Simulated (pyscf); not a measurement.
Single points on ωB97X-D3(BJ)/def2-SVP structures (PySCF, gas phase).

Task: For Cl–GeH₂–Cl → Cl–Ge:–Cl [singlet] + hydrogen (H₂), a 1,1-elimination (singlet surface; Ge–H, Ge–H broken, H–H formed), PBE/def2-TZVP gives ΔE‡ = 249.3 kJ/mol and ΔE = +41.0 kJ/mol (zero: the reactant's lowest minimum found). In which direction and how far do r²SCAN/def2-TZVP, M06-2X/def2-TZVP, ωB97M-D3(BJ)/def2-TZVP move these?

Result: r²SCAN: ΔE‡ = 269.1 kJ/mol, ΔE = +64.5 kJ/mol; M06-2X: ΔE‡ = 295.1 kJ/mol, ΔE = +64.2 kJ/mol; ωB97M-D3(BJ): ΔE‡ = 289.6 kJ/mol, ΔE = +55.9 kJ/mol. PBE's barrier lies under all of them, by 19.8 to 45.8 kJ/mol. Its reaction energy lies under all of them, by 14.9 to 23.4 kJ/mol. The same reactants have a lower exit, to HCl + Cl–GeH: [singlet] (barrier +236.5 kJ/mol at ωB97M-D3(BJ)/def2-TZVP, against +289.6 kJ/mol here). This is the saddle that the search found; another between the same sides may lie lower. Elements up to Kr have no core potential and no relativistic terms here.
